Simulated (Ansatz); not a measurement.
We consider bcc V, described by PBEsol in Ansatz (PAW).

A relaxed, unreconstructed slab of the (111) face has 18 atoms, two equal faces of 15.177 Å² each and an energy of -51929.5589 eV. A bulk cell of 3 atoms with the same orientation and in-plane k mesh has -8655.8754 eV. Energies are extrapolated to zero smearing.

Run with plane-wave cutoff 500 eV, 18×18×1 k mesh (along the axes of the cell as run), Fermi–Dirac smearing 0.1 eV, scalar-relativistic PAW data made under PBE.

Worked out: γ = (E_slab − N E_bulk per atom)/2A = [-51929.5589 − 18 × (-8655.8754/3)]/(2 × 15.177) = 0.1876 eV/Å². With 16.022 J/m² per eV/Å² this is 3.01 J/m², or 2.85 eV per surface cell and face.

Ansatz is a program for electronic structure.
